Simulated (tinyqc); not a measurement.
Worked calculation: G0W0 on RHF in the sto-3g basis, for LiH, spin multiplicity 1. Computed by tinyqc, a small Python program that keeps every step (integrals from PySCF). Settings: charge = 0, multiplicity = 1, basis = sto-3g, method = RHF, energy threshold = 1e-10, iteration cap = 76, orthogonalisation = symmetric, start = core, DIIS depth = 6. Command: `OMP_NUM_THREADS=1 python tinyqc.py 24535 24536 out.jsonl` (the two numbers bound the seeds that draw the settings). One thread of a shared host (Intel(R) Xeon(R) Processor @ 2.60GHz), about 0.06 s of CPU time with the checks. Later iterations appear only in the table of the cycle.

## One-electron integrals

Geometry (angstrom):

| atom | x | y | z |
|---|---|---|---|
| Li | 0.000000 | 0.000000 | 0.000000 |
| H | 0.000000 | 0.000000 | 1.958000 |

Basis sto-3g: exponents (1/bohr^2) and contraction coefficients of normalised primitives:

| element | l (shell) | exponent | coefficient |
|---|---|---|---|
| Li | s (1) | 16.119575 | 0.154329 |
| Li | s (1) | 2.936201 | 0.535328 |
| Li | s (1) | 0.794651 | 0.444635 |
| Li | s (2) | 0.636290 | -0.099967 |
| Li | s (2) | 0.147860 | 0.399513 |
| Li | s (2) | 0.048089 | 0.700115 |
| Li | p (3) | 0.636290 | 0.155916 |
| Li | p (3) | 0.147860 | 0.607684 |
| Li | p (3) | 0.048089 | 0.391957 |
| H | s (1) | 3.425251 | 0.154329 |
| H | s (1) | 0.623914 | 0.535328 |
| H | s (1) | 0.168855 | 0.444635 |

Overlap, kinetic and nuclear-attraction integrals over the contracted functions; the nuclear repulsion is the sum of Za Zb / Rab.

nuclear repulsion = 0.81079246 hartree

overlap S, lower triangle:
```
           1Li 1s    1Li 2s   1Li 2px   1Li 2py   1Li 2pz     2H 1s
1Li 1s   1.000000
1Li 2s   0.241137  1.000000
1Li 2px  0.000000  0.000000  1.000000
1Li 2py  0.000000  0.000000  0.000000  1.000000
1Li 2pz  0.000000  0.000000  0.000000  0.000000  1.000000
2H 1s    0.030425  0.308347  0.000000  0.000000  0.432333  1.000000
```

kinetic energy T (hartree), lower triangle:
```
            1Li 1s    1Li 2s   1Li 2px   1Li 2py   1Li 2pz     2H 1s
1Li 1s    3.576786
1Li 2s   -0.020237  0.102163
1Li 2px   0.000000  0.000000  0.319682
1Li 2py   0.000000  0.000000  0.000000  0.319682
1Li 2pz   0.000000  0.000000  0.000000  0.000000  0.319682
2H 1s    -0.009732  0.021460  0.000000  0.000000  0.077977  0.760032
```

nuclear attraction V (hartree), lower triangle:
```
            1Li 1s     1Li 2s    1Li 2px    1Li 2py    1Li 2pz      2H 1s
1Li 1s   -8.253146
1Li 2s   -1.029514  -1.460655
1Li 2px   0.000000   0.000000  -1.424616
1Li 2py   0.000000   0.000000   0.000000  -1.424616
1Li 2pz  -0.010755  -0.101404   0.000000   0.000000  -1.503982
2H 1s    -0.126593  -0.516094   0.000000   0.000000  -0.731832  -2.037027
```

core Hamiltonian H = T + V (hartree), lower triangle:
```
            1Li 1s     1Li 2s    1Li 2px    1Li 2py    1Li 2pz      2H 1s
1Li 1s   -4.676359
1Li 2s   -1.049751  -1.358492
1Li 2px   0.000000   0.000000  -1.104934
1Li 2py   0.000000   0.000000   0.000000  -1.104934
1Li 2pz  -0.010755  -0.101404   0.000000   0.000000  -1.184301
2H 1s    -0.136325  -0.494634   0.000000   0.000000  -0.653854  -1.276995
```

## Two-electron integrals

Functions are numbered as in S; the eight-fold symmetry (ij|kl) = (ji|kl) = (kl|ij) leaves the list below.

Two-electron integrals (ij|kl) in chemists' order, unique and non-zero (hartree):
```
(11|11) 1.680395   (21|11) 0.265420   (21|21) 0.049941   (22|11) 0.397727
(22|21) 0.092860   (22|22) 0.290562   (31|31) 0.008981   (32|31) 0.013788
(32|32) 0.064184   (33|11) 0.396640   (33|21) 0.092880   (33|22) 0.290497
(33|33) 0.312946   (41|41) 0.008981   (42|41) 0.013788   (42|42) 0.064184
(43|43) 0.016869   (44|11) 0.396640   (44|21) 0.092880   (44|22) 0.290497
(44|33) 0.279207   (44|44) 0.312946   (51|51) 0.008981   (52|51) 0.013788
(52|52) 0.064184   (53|53) 0.016869   (54|54) 0.016869   (55|11) 0.396640
(55|21) 0.092880   (55|22) 0.290497   (55|33) 0.279207   (55|44) 0.279207
(55|55) 0.312946   (61|11) 0.032190   (61|21) 0.006104   (61|22) 0.011624
(61|33) 0.011488   (61|44) 0.011488   (61|51) 0.000756   (61|52) 0.001474
(61|55) 0.011902   (61|61) 0.000821   (62|11) 0.101642   (62|21) 0.024142
(62|22) 0.083351   (62|33) 0.078681   (62|44) 0.078681   (62|51) 0.003816
(62|52) 0.025824   (62|55) 0.092615   (62|61) 0.003560   (62|62) 0.043856
(63|31) 0.001635   (63|32) 0.008322   (63|53) 0.003668   (63|63) 0.002628
(64|41) 0.001635   (64|42) 0.008322   (64|54) 0.003668   (64|64) 0.002628
(65|11) 0.134063   (65|21) 0.032095   (65|22) 0.114332   (65|33) 0.106464
(65|44) 0.106464   (65|51) 0.005878   (65|52) 0.039741   (65|55) 0.129954
(65|61) 0.004866   (65|62) 0.065060   (65|65) 0.097361   (66|11) 0.270062
(66|21) 0.065046   (66|22) 0.248224   (66|33) 0.226685   (66|44) 0.226685
(66|51) 0.010587   (66|52) 0.092186   (66|55) 0.291184   (66|61) 0.009805
(66|62) 0.168305   (66|65) 0.257654   (66|66) 0.774606
```

## Orthogonalisation

S = U s U^T; symmetric (Loewdin) form X = U s^(-1/2) U^T, so that X^T S X = 1.

eigenvalues of S: 0.455911  0.802703  1.000000  1.000000  1.180512  1.560874

X, lower triangle:
```
            1Li 1s     1Li 2s   1Li 2px   1Li 2py    1Li 2pz     2H 1s
1Li 1s    1.023434
1Li 2s   -0.130371   1.070380
1Li 2px   0.000000   0.000000  1.000000
1Li 2py   0.000000   0.000000  0.000000  1.000000
1Li 2pz  -0.007096   0.065122  0.000000  0.000000   1.089099
2H 1s     0.017619  -0.193513  0.000000  0.000000  -0.265775  1.135046
```

## Starting guess

The start is the orbitals of the core Hamiltonian; D = 2 C_occ C_occ^T.

D at the start, lower triangle:
```
            1Li 1s    1Li 2s   1Li 2px   1Li 2py   1Li 2pz     2H 1s
1Li 1s    2.047441
1Li 2s   -0.147236  0.377405
1Li 2px   0.000000  0.000000  0.000000
1Li 2py   0.000000  0.000000  0.000000  0.000000
1Li 2pz  -0.094262  0.369934  0.000000  0.000000  0.363869
2H 1s    -0.111261  0.472845  0.000000  0.000000  0.465325  0.595112
```

## Iteration 1: building the Fock matrix

J_ij = sum D_kl (ij|kl), K_ij = sum D_kl (ik|jl); F = H + J - 0.5 K; E = tr D H + tr D J / 2 - 0.25 tr D K + E_nn.

Coulomb J (hartree), lower triangle:
```
           1Li 1s    1Li 2s   1Li 2px   1Li 2py   1Li 2pz     2H 1s
1Li 1s   4.031223
1Li 2s   0.687620  1.332702
1Li 2px  0.000000  0.000000  1.301811
1Li 2py  0.000000  0.000000  0.000000  1.301811
1Li 2pz  0.023720  0.160829  0.000000  0.000000  1.387417
2H 1s    0.087323  0.485932  0.000000  0.000000  0.688153  1.657369
```

exchange K (hartree), lower triangle:
```
           1Li 1s    1Li 2s   1Li 2px   1Li 2py   1Li 2pz     2H 1s
1Li 1s   3.384270
1Li 2s   0.527087  0.331507
1Li 2px  0.000000  0.000000  0.057175
1Li 2py  0.000000  0.000000  0.000000  0.057175
1Li 2pz  0.013268  0.283737  0.000000  0.000000  0.367581
2H 1s    0.077196  0.405640  0.000000  0.000000  0.511855  0.957575
```

Fock matrix F (hartree), lower triangle:
```
            1Li 1s     1Li 2s   1Li 2px   1Li 2py    1Li 2pz      2H 1s
1Li 1s   -2.337271
1Li 2s   -0.625675  -0.191544
1Li 2px   0.000000   0.000000  0.168289
1Li 2py   0.000000   0.000000  0.000000  0.168289
1Li 2pz   0.006331  -0.082444  0.000000  0.000000   0.019326
2H 1s    -0.087600  -0.211522  0.000000  0.000000  -0.221629  -0.098413
```

total energy of this density = -7.82019520 hartree

## Iteration 1: diagonalisation and new density

Diagonalise F' = X^T F X, C = X C', fill 2 alpha and 2 beta electrons from the bottom; D = 2 C_occ C_occ^T. Each column has its largest component positive (the first on a tie).

F' = X^T F X (hartree), lower triangle:
```
           1          2         3         4          5         6
1  -2.286799
2  -0.347710  -0.010971
3   0.000000   0.000000  0.168289
4   0.000000   0.000000  0.000000  0.168289
5   0.007031   0.003728  0.000000  0.000000   0.139122
6   0.004806  -0.215964  0.000000  0.000000  -0.270867  0.085537
```

orbital energies (hartree): MO1 -2.339053, MO2 -0.253965, MO3 0.076350, MO4 0.168289, MO5 0.168289, MO6 0.443556

coefficients C:
```
               MO1        MO2        MO3       MO4        MO5        MO6
1Li 1s    0.992809  -0.141546  -0.215441  0.000000   0.000000   0.112500
1Li 2s    0.028007   0.444979   0.821124  0.000000   0.000000  -0.575640
1Li 2px   0.000000   0.000000   0.000000  0.680273   0.732959   0.000000
1Li 2py   0.000000   0.000000   0.000000  0.732959  -0.680273   0.000000
1Li 2pz  -0.002257   0.373633  -0.585826  0.000000   0.000000  -0.882193
2H 1s     0.001706   0.577014  -0.140022  0.000000   0.000000   1.021845
```

D after iteration 1, lower triangle:
```
            1Li 1s    1Li 2s   1Li 2px   1Li 2py   1Li 2pz     2H 1s
1Li 1s    2.011408
1Li 2s   -0.070360  0.397582
1Li 2px   0.000000  0.000000  0.000000
1Li 2py   0.000000  0.000000  0.000000  0.000000
1Li 2pz  -0.110255  0.332392  0.000000  0.000000  0.279214
2H 1s    -0.159961  0.513614  0.000000  0.000000  0.431176  0.665897
```

Within a degenerate level the vectors are fixed only up to a rotation; this is one choice.

## Iteration 7 (converged): orbitals

converged F (hartree), lower triangle:
```
            1Li 1s     1Li 2s   1Li 2px   1Li 2py    1Li 2pz      2H 1s
1Li 1s   -2.357246
1Li 2s   -0.641445  -0.214445
1Li 2px   0.000000   0.000000  0.162464
1Li 2py   0.000000   0.000000  0.000000  0.162464
1Li 2pz   0.014496  -0.077105  0.000000  0.000000   0.037261
2H 1s    -0.083818  -0.219756  0.000000  0.000000  -0.209124  -0.097765
```

As before.

F' = X^T F X (hartree), lower triangle:
```
           1          2         3         4          5         6
1  -2.303839
2  -0.360027  -0.029155
3   0.000000   0.000000  0.162464
4   0.000000   0.000000  0.000000  0.162464
5   0.013443   0.008486  0.000000  0.000000   0.154048
6   0.010528  -0.222934  0.000000  0.000000  -0.261786  0.083580
```

orbital energies (hartree): MO1 -2.359751, MO2 -0.253782, MO3 0.073895, MO4 0.162464, MO5 0.162464, MO6 0.444273

coefficients C:
```
               MO1        MO2        MO3       MO4        MO5        MO6
1Li 1s    0.991423  -0.152221  -0.213783  0.000000   0.000000   0.113937
1Li 2s    0.033426   0.484423   0.798236  0.000000   0.000000  -0.575704
1Li 2px   0.000000   0.000000   0.000000  0.970269  -0.242030   0.000000
1Li 2py   0.000000   0.000000   0.000000  0.242030   0.970269   0.000000
1Li 2pz  -0.004739   0.333112  -0.600845  0.000000   0.000000  -0.888292
2H 1s    -0.000537   0.577352  -0.176859  0.000000   0.000000   1.015927
```

D after iteration 7, lower triangle:
```
            1Li 1s    1Li 2s   1Li 2px   1Li 2py   1Li 2pz     2H 1s
1Li 1s    2.012181
1Li 2s   -0.081201  0.471566
1Li 2px   0.000000  0.000000  0.000000
1Li 2py   0.000000  0.000000  0.000000  0.000000
1Li 2pz  -0.110810  0.322418  0.000000  0.000000  0.221973
2H 1s    -0.176834  0.559330  0.000000  0.000000  0.384652  0.666672
```

Within a degenerate level the vectors are fixed only up to a rotation; this is one choice.

## Convergence

Stop when the energy changes by less than 1e-10 hartree and every element of the error matrix X^T (F D S - S D F) X is below 3e-06.

Course of the cycle:

| iteration | E (hartree) | change | largest element of the error matrix |
|---|---|---|---|
| 1 | -7.82019520 | - | 1.85e-01 |
| 2 | -7.83421079 | -1.40e-02 | 2.23e-02 |
| 3 | -7.83510464 | -8.94e-04 | 5.73e-03 |
| 4 | -7.83531112 | -2.06e-04 | 1.51e-03 |
| 5 | -7.83532467 | -1.36e-05 | 3.22e-05 |
| 6 | -7.83532467 | -1.55e-09 | 2.12e-06 |
| 7 | -7.83532467 | -5.92e-12 | 4.08e-07 |

PySCF RHF in the same basis = -7.83532467 hartree

Converged in 7 iterations.

## Populations, bond orders and dipole

Mulliken: Z minus the diagonal of D S on the atom; Loewdin: the same with S^(1/2) D S^(1/2); Mayer order: 2 sum_s sum (D(s) S)_ij (D(s) S)_ji over the two atoms.

Charges (e):

| atom | Mulliken | Loewdin |
|---|---|---|
| 1Li | 0.000057 | -0.000712 |
| 2H | -0.000057 | 0.000712 |

Mayer bond orders:

| pair | order |
|---|---|
| 2-1 | 1.000000 |

dipole moment about the origin, x y z (debye): 0.000000  0.000000  -4.985039

## Integrals over molecular orbitals

(pq|rs) = sum C_ip C_jq C_kr C_ls (ij|kl), one index at a time.

one-electron integrals over orbitals h = C^T H C (hartree), lower triangle:
```
           1          2          3          4          5          6
1  -4.667310
2   0.097171  -1.365274
3   0.163230   0.021463  -1.103648
4   0.000000   0.000000   0.000000  -1.104934
5   0.000000   0.000000   0.000000   0.000000  -1.104934
6  -0.050425   0.019822   0.023667   0.000000   0.000000  -1.000100
```

Two-electron integrals over orbitals (pq|rs), unique and non-zero (hartree):
```
(11|11) 1.659114    (21|11) -0.100810   (21|21) 0.010699    (22|11) 0.329572
(22|21) 0.003639    (22|22) 0.463046    (31|11) -0.140909   (31|21) 0.010623
(31|22) -0.012514   (31|31) 0.021970    (32|11) 0.022284    (32|21) -0.002708
(32|22) -0.055408   (32|31) -0.000064   (32|32) 0.017870    (33|11) 0.393194
(33|21) -0.009410   (33|22) 0.215498    (33|31) 0.001224    (33|32) 0.012205
(33|33) 0.332503    (41|41) 0.009812    (42|41) 0.007292    (42|42) 0.021763
(43|41) 0.010336    (43|42) 0.019839    (43|43) 0.041327    (44|11) 0.396337
(44|21) -0.003767   (44|22) 0.253150    (44|31) -0.005048   (44|32) 0.010510
(44|33) 0.280695    (44|44) 0.312946    (51|51) 0.009812    (52|51) 0.007292
(52|52) 0.021763    (53|51) 0.010336    (53|52) 0.019839    (53|53) 0.041327
(54|54) 0.016869    (55|11) 0.396337    (55|21) -0.003767   (55|22) 0.253150
(55|31) -0.005048   (55|32) 0.010510    (55|33) 0.280695    (55|44) 0.279207
(55|55) 0.312946    (61|11) 0.067899    (61|21) -0.009429   (61|22) -0.007619
(61|31) -0.004253   (61|32) 0.002536    (61|33) 0.011700    (61|44) 0.001411
(61|55) 0.001411    (61|61) 0.010714    (62|11) -0.070920   (62|21) 0.002236
(62|22) 0.112588    (62|31) 0.003366    (62|32) -0.040322   (62|33) -0.018142
(62|44) -0.031307   (62|55) -0.031307   (62|61) 0.000464    (62|62) 0.128499
(63|11) 0.020717    (63|21) -0.002498   (63|22) -0.054838   (63|31) 0.004087
(63|32) 0.014106    (63|33) 0.036261    (63|44) 0.005839    (63|55) 0.005839
(63|61) 0.004376    (63|62) -0.036352   (63|63) 0.028745    (64|41) -0.006052
(64|42) -0.018992   (64|43) -0.012687   (64|64) 0.019627    (65|51) -0.006052
(65|52) -0.018992   (65|53) -0.012687   (65|65) 0.019627    (66|11) 0.356733
(66|21) 0.001301    (66|22) 0.435060    (66|31) -0.011059   (66|32) -0.047419
(66|33) 0.239152    (66|44) 0.261989    (66|55) 0.261989    (66|61) -0.004775
(66|62) 0.110341    (66|63) -0.045730   (66|66) 0.433241
```

## Screening: direct RPA

With D = e_a - e_i and K = (ia|jb): diagonalise D^(1/2) (D + 4K) D^(1/2) = Z w^2 Z^T; X + Y = D^(1/2) Z w^(-1/2), each column of Z with its largest component positive (the first on a tie); E_c = (sum w - tr (D + 2K)) / 2.

D^(1/2) (D + 4K) D^(1/2) (hartree^2), lower triangle:
```
           1>3       1>4       1>5       1>6        2>3       2>4       2>5       2>6
1>3   6.136498
1>4   0.000000  6.460559
1>5   0.000000  0.000000  6.460559
1>6  -0.044441  0.000000  0.000000  7.982718
2>3  -0.000230  0.000000  0.000000  0.009724   0.130795
2>4   0.000000  0.029887  0.000000  0.000000   0.000000  0.209496
2>5   0.000000  0.000000  0.029887  0.000000   0.000000  0.000000  0.209496
2>6   0.017550  0.000000  0.000000  0.002594  -0.077138  0.000000  0.000000  0.846079
```

excitation energies w (hartree): 0.350082  0.457552  0.457552  0.924254  2.476992  2.541791  2.541791  2.825562

X + Y:
```
             1          2          3          4          5         6          7          8
1>3  -0.000740   0.000000   0.000000  -0.005372   0.990920  0.000000   0.000000  -0.022318
1>4   0.000000  -0.010874  -0.002784   0.000000   0.000000  0.226641   0.970005   0.000000
1>5   0.000000   0.002784  -0.010874   0.000000   0.000000  0.970005  -0.226641   0.000000
1>6  -0.003585   0.000000   0.000000  -0.000414   0.025585  0.000000   0.000000   0.995893
2>3   0.962017   0.000000   0.000000  -0.063130  -0.000015  0.000000   0.000000   0.000421
2>4   0.000000   0.923985   0.236548   0.000000   0.000000  0.000440   0.001884   0.000000
2>5   0.000000  -0.236548   0.923985   0.000000   0.000000  0.001884  -0.000440   0.000000
2>6   0.149715   0.000000   0.000000   0.864155   0.001767  0.000000   0.000000   0.000145
```

RPA correlation energy = -0.02457791 hartree

Within a degenerate level the vectors are fixed only up to a rotation; this is one choice.

## G0W0 on Hartree-Fock: HOMO

W(p,q,m) = sqrt2 sum_ia (pq|ia) (X+Y)_ia,m; Sigma_c(x) = sum_(i,m) W^2/(x - e_i + w_m) + sum_(a,m) W^2/(x - e_a - w_m); solve x = e_p + Sigma_c(x) by Newton steps; Z = 1/(1 - dSigma/dx); 1 hartree = 27.211386 eV.

The 12 largest terms at x = e_p (hartree; W for the signs of X + Y given):

| q | m | W | term |
|---|---|---|---|
| 2 | 4 | 0.142641 | 0.022014 |
| 6 | 4 | 0.160613 | -0.015901 |
| 2 | 1 | -0.051492 | 0.007574 |
| 3 | 4 | -0.050874 | -0.002067 |
| 4 | 2 | 0.028326 | -0.000918 |
| 5 | 3 | 0.028326 | -0.000918 |
| 6 | 1 | -0.027656 | -0.000730 |
| 3 | 1 | 0.015762 | -0.000367 |
| 2 | 5 | -0.017530 | 0.000124 |
| 5 | 2 | -0.007252 | -0.000060 |
| 4 | 3 | 0.007252 | -0.000060 |
| 1 | 5 | 0.014551 | 0.000046 |

Newton steps (hartree):

| step | x | Sigma_c(x) | Z |
|---|---|---|---|
| 0 | -0.253782 | 0.008734 | 0.942957 |
| 1 | -0.245546 | 0.008241 | 0.944037 |
| 2 | -0.245541 | 0.008241 | 0.944037 |

quasiparticle energy of the HOMO = -6.681524 eV

Hartree-Fock value = -6.905764 eV

## G0W0 on Hartree-Fock: LUMO

As before.

The 12 largest terms at x = e_p (hartree; W for the signs of X + Y given):

| q | m | W | term |
|---|---|---|---|
| 2 | 4 | -0.050874 | 0.002067 |
| 6 | 4 | -0.045718 | -0.001614 |
| 4 | 2 | 0.025765 | -0.001216 |
| 5 | 3 | 0.025765 | -0.001216 |
| 3 | 4 | -0.023277 | -0.000586 |
| 3 | 1 | 0.012703 | -0.000461 |
| 2 | 1 | 0.015762 | 0.000367 |
| 1 | 5 | 0.030642 | 0.000191 |
| 6 | 1 | 0.011468 | -0.000183 |
| 3 | 8 | 0.016443 | -0.000096 |
| 5 | 2 | -0.006596 | -0.000080 |
| 4 | 3 | 0.006596 | -0.000080 |

Newton steps (hartree):

| step | x | Sigma_c(x) | Z |
|---|---|---|---|
| 0 | 0.073895 | -0.003075 | 0.989575 |
| 1 | 0.070851 | -0.003043 | 0.989648 |
| 2 | 0.070851 | -0.003043 | 0.989648 |

quasiparticle energy of the LUMO = 1.927964 eV

Hartree-Fock value = 2.010780 eV
